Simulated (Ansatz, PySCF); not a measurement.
Species: HO₂, charge 0, doublet. HO2 (SMILES [O]O, doublet).
B3LYP-D3(BJ)/def2-TZVP minimum from Ansatz (a program for electronic structure):
```
O
H 1 0.9780
O 1 1.3260 2 105.56
```
Charge 0, spin multiplicity 2.

Wanted: enthalpy of formation at 298 K (by atomisation, with ideal-gas terms from PySCF's Hessian at B3LYP-D3(BJ)/def2-TZVP and the atoms' measured values of the G2/97 table; no spin-orbit terms), in kcal/mol. UHF or UKS for unpaired electrons; spin-orbit terms are left out. CBS(X,Y): correlation extrapolated as X^-3, Hartree-Fock from the larger set (Q,5: extrapolated as (X+1)exp(-9√X)). A bracket is a step between two methods taken in the basis named. Functionals run without relativity, which enters their misses. Double hybrids freeze cores in their MP2 part. '+ core + X2C': CCSD(T) terms for core correlation (cc-pwCVTZ) and scalar relativity (cc-pVTZ-DK). Where a partner has so few electrons that a lower coupled-cluster level is exact, that level stands in.

Measured: 2.9 kcal/mol, 12.3 kJ/mol (Active Thermochemical Tables 1.112 (ions: stationary electron), as tabulated in the package chemicals); atomic spin-orbit terms, which the calculations lack, would raise the computed values.

Problem. How far off this value is PBE/def2-TZVPD (Ansatz), in which direction, and which of these levels come nearer: r2SCAN/def2-TZVPD, B3LYP/def2-TZVPD, PBE0/def2-TZVPD, wB97M-V/def2-TZVPD, B2PLYP/def2-TZVPD, CCSD(T)/CBS(cc-pVQZ,cc-pV5Z) + core + X2C?

Solution. PBE gives -16.6 kcal/mol, 19.5 kcal/mol below it. Errors of the others: r2SCAN/def2-TZVPD (Ansatz) -4.8; B3LYP/def2-TZVPD (Ansatz) -2.0; PBE0/def2-TZVPD (Ansatz) -0.3; wB97M-V/def2-TZVPD (Ansatz) -2.1; B2PLYP/def2-TZVPD (Ansatz) 2.4; CCSD(T)/CBS(cc-pVQZ,cc-pV5Z) + core + X2C (Ansatz) -0.1; CCSD(T)/CBS(cc-pVQZ,cc-pV5Z) + [CCSDT(Q) - CCSD(T)]/cc-pVTZ + [CCSDTQ - CCSDT(Q)]/cc-pVDZ + core + X2C (Ansatz) -0.6 kcal/mol. Nearer than PBE: r2SCAN/def2-TZVPD, B3LYP/def2-TZVPD, PBE0/def2-TZVPD, wB97M-V/def2-TZVPD, B2PLYP/def2-TZVPD, CCSD(T)/CBS(cc-pVQZ,cc-pV5Z) + core + X2C, CCSD(T)/CBS(cc-pVQZ,cc-pV5Z) + [CCSDT(Q) - CCSD(T)]/cc-pVTZ + [CCSDTQ - CCSDT(Q)]/cc-pVDZ + core + X2C.
